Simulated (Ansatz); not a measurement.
# CHCl₂− (SMILES Cl[CH-]Cl): one structure at several levels

One table from this session's results is given with a row withheld; the runs are named, their logs left out.

Method: single points in def2-TZVPPD; program: Ansatz 0.2.0, Gaussian basis.

Cores are frozen in the correlated methods.

### Where the work starts

SMILES `Cl[CH-]Cl`, 4 atoms, charge -1, spin multiplicity 1.

Atoms are counted from 1 here; the program's logs count them from 0.

Bond lengths: Cl1–C2 1.759 Å, C2–Cl3 1.812 Å, C2–H4 1.160 Å. Angles: Cl1–C2–Cl3 105.4°, Cl1–C2–H4 103.5°, Cl3–C2–H4 99.2°.

Coordinates:

```xyz
4

Cl   -1.4796    0.2957   -0.4802
C     0.2631    0.0558   -0.4475
Cl    0.5498   -1.2310    0.7950
H     0.6516    0.9742    0.1447
```

The first run:

run/in.yaml

```yaml
crystal:
  periodic: [false, false, false]
  atoms:
    - {symbol: Cl, position_ang: [-1.479600, 0.295700, -0.480200]}
    - {symbol: C, position_ang: [0.263100, 0.055800, -0.447500]}
    - {symbol: Cl, position_ang: [0.549800, -1.231000, 0.795000]}
    - {symbol: H, position_ang: [0.651600, 0.974200, 0.144700]}
basis:
  gaussian: {orbitals: "def2-TZVPPD.json"}
total_charge: -1
correlation: {method: ccsd_t}
output: {forces: true}
```

The basis file named in the input lies beside it (Basis Set Exchange, JSON).

The command line of these runs was not kept.

Steps of the session up to this table: CCSD(T)/def2-TZVPPD; PBE0-D4/def2-TZVPPD; wB97M-V/def2-TZVPPD; r2SCAN-D4/def2-TZVPPD; PBE-D4/def2-TZVPPD; BLYP-D4/def2-TZVPPD; wB97X-V/def2-TZVPPD.

One table of the session follows, with a row left open; its other results are not shown here.

| method | RMS force component (eV/Å) | angle to CCSD(T) forces (°) |
| --- | --- | --- |
| CCSD(T) | 1.123 | reference |
| PBE0-D4 | 0.983 | 6.3 |
| wB97M-V | 1.085 | 5.3 |
| r2SCAN-D4 | 1.081 | 1.6 |
| PBE-D4 | 1.020 | 4.5 |
| BLYP-D4 | 1.232 | 8.5 |
| wB97X-V | ? | ? |

Estimate the missing values for wB97X-V.

The run gave: RMS force component (eV/Å): 1.036; angle to CCSD(T) forces (°): 6.4. In the column «RMS force component (eV/Å)» it lies between PBE-D4 (1.020) and r2SCAN-D4 (1.081).

Limits of these values: The anion's highest level is positive in at least one run, so there the basis alone may hold the extra electron.
